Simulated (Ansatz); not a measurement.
# fcc Pt

Level of theory: rVV10 (plane waves, PAW; Ansatz, an electronic-structure program).

Numerical settings: plane-wave cutoff 520 eV, 24×24×24 k mesh, Fermi–Dirac smearing 0.05 eV, scalar-relativistic PAW data made under PBE.

Cell: relaxed at this level.

- volume per atom: 16.15 Å³/atom
- bulk modulus B0: 230 GPa
- lattice constant a: 4.012 Å
- band gap: zero (no gap)
- pressure derivative B′ of the bulk modulus: 5.4

Measured, for comparison: equilibrium volume per atom 14.98 Å³/atom, lattice constant a 3.913 Å (static lattice: zero-point anharmonic expansion removed; as tabulated in Mejia-Rodriguez and Trickey (2018), arXiv:1807.09216); bulk modulus 289 GPa (corrected for temperature and zero-point phonon effects; as tabulated in Levämäki et al. (2014), arXiv:1402.3671). Computed (rounded) less measured: equilibrium volume per atom +7.8 %, bulk modulus -20 %, lattice constant a +2.5 %.

Spin–orbit coupling is not included.

The computed numbers hold no vibrational or temperature effects.
